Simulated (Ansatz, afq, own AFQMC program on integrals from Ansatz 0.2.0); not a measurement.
## Where AFQMC and coupled cluster stand for CH₂⁺, doublet

```yaml
atoms:
  - { symbol: C, position_ang: [0.0000, 0.0000, 0.0000] }
  - { symbol: H, position_ang: [0.0000, 0.0000, -1.0935] }
  - { symbol: H, position_ang: [0.0000, 0.0000, 1.0935] }
```

Basis cc-pVDZ. Noble-gas cores (and the filled d shells of Ga–Kr and In–Xe) are frozen. AFQMC by an in-house program on the Cholesky factors that Ansatz 0.2.0 writes for its CCSD(T) run. ph-AFQMC/CISD is guided by a CISD state made of CCSD amplitudes; releasing the constraint for a short imaginary time cuts its bias at the price of noise, slowly where states lie close. Free AFQMC starts from the CCSD state and is never constrained. Its projection time is finite, and what remains of the start isn't in its error. Uncertainties: one standard error, sampling alone.

Determinant: UHF, the one that the program's search chose, which needn't be the lowest solution. The geometry is a point of a scan.

Full CI on the same integrals is exact in this basis and with this determinant's frozen core.

```
T1 diagnostic                               : 0.0085
weight of the determinant in the CISD state : 0.956
⟨S²⟩ of the determinant                     : 0.762
size of the correlated space                : 5 electrons in 23 orbitals
```

```json
{"level": "MP2", "correlation energy (eV)": "-2.0596"}
{"level": "CCSD", "correlation energy (eV)": "-2.6430"}
{"level": "CCSD(T)", "correlation energy (eV)": "-2.6782"}
```

(1) Estimate where phaseless AFQMC with the Hartree–Fock trial lies against CCSD(T) on the same integrals.

(1) 0.77 ± 0.25 kcal/mol above CCSD(T).

Reference: full CI, correlation energy -2.689 eV. The released energy is read at 2.40 1/Eh (meV from the phaseless value at times in 1/Eh: 1 ± 3 at 0.24, -1.7 ± 0.5 at 0.51, -2.4 ± 0.4 at 0.99, -1.8 ± 0.4 at 1.62, -2.4 ± 0.6 at 2.40).

```tsv
level	E − E(reference) (kcal/mol)	share of correlation (%)
CCSD(T)	0.25	99.60
CCSDT	0.03	99.96
CCSDT(Q)	0.01	99.99
CCSDTQ	0.00	100.00
ph-AFQMC/HF	1.02 ± 0.25	98.35
ph-AFQMC/CISD	0.04 ± 0.01	99.94
released AFQMC	-0.02 ± 0.01	100.03
free AFQMC	-0.03 ± 0.01	100.04
```

CCSDT and higher add their correlation energy to the determinant of the CCSD(T) run, since their own runs factorise the integrals more tightly (a shift of under 2 meV). Free projections are given only where their last times agree within the noise and don't stop above the reference; a slow remainder of the start can still hide under it. A walk keeps the symmetry of its determinant, which the program's search chose and which needn't be the lowest solution, so a lower state of the same spin and another symmetry isn't excluded. Released energies are given only where the last usable release times agree within the noise; a slower fall can still hide under it.
